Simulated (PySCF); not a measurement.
Oxygen: a sound run and one with changed settings

Sound run: O [He] 2s2 2p4, O⁺ [He] 2s2 2p3. All numbers are calculated (PySCF 2.14, the spin-free X2C one-electron Hamiltonian (Gaussian nucleus), in jorge-DZP-DKH (4s2p1d, 15 functions)). In the sound run the correlated levels freeze 1s2. The sound run starts from symmetry-adapted Hartree-Fock orbitals and uses a fine grid where one is needed.

Changed run: basis STO-3G, all-electron and non-relativistic. This setting is unsound on purpose.

```tsv
species	method	sound run (hartree)	changed run (hartree)	converged
O	UHF	-74.85717	-73.80415	yes
O	PBE	-75.04913	-73.94875	yes
O	LDA	-74.56238	-73.45135	yes
O	MP2	-74.95532	-73.80415	yes
O⁺	UHF	-74.41662	-73.44358	yes
O⁺	PBE	-74.53682	-73.52932	yes
O⁺	LDA	-74.05197	-73.04232	yes
O⁺	MP2	-74.48350	-73.44358	yes
```

Ionisation energy of O:

```tsv
method	sound run (eV)	changed run (eV)
UHF	11.988	9.812
PBE	13.941	11.413
LDA	13.889	11.130
MP2	12.839	9.812
SCS-MP2	12.835	9.812
```

A minimal basis cannot let orbitals breathe on ionisation and holds almost no correlation. The Hamiltonian changed with the basis, so the totals do not compare.

For comparison, NIST gives 13.618 eV between the lowest levels.
